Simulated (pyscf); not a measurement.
Structures and frequencies: ωB97X-D3(BJ)/def2-SVP in PySCF.

### Question
HN=GeH–F + hydrogen (H₂) -> F–GeH: [singlet] + ammonia (NH₃)
Surface: singlet. Broken: Ge–N, H–H. Formed: H–N, H–N. Give ΔE‡ and ΔE from ωB97M-D3(BJ)/def2-TZVP, relative to the separated reactants.

### Answer
ΔE‡ = 1.88 eV, ΔE = -1.51 eV. Zero-point energy shifts the barrier by +0.07 eV. It is a concerted two-bond exchange, with an imaginary mode of 1299i cm⁻¹. On the product side the descent ends in an adduct with a Ge–N contact, 1.09 eV under the separated species and 4.46 eV under the saddle at ωB97X-D3(BJ)/def2-TZVP. What is counted as broken (Ge–N) persists as a longer contact in the product adduct; parting that adduct is a step of its own. At ωB97X-D3(BJ)/def2-TZVP the barrier from the zero used here is 2.02 eV. HN=GeH–F lies 2.34 eV over its isomer H₂N–Ge:–F [singlet] (electronic energy, ωB97M-D3(BJ)/def2-TZVP). One saddle was located; it need not be the lowest between these sides. A restricted solution here is unstable towards spin polarisation, so biradical character is likely and single-reference numbers are less safe. Elements up to Kr have no core potential and no relativistic terms here.
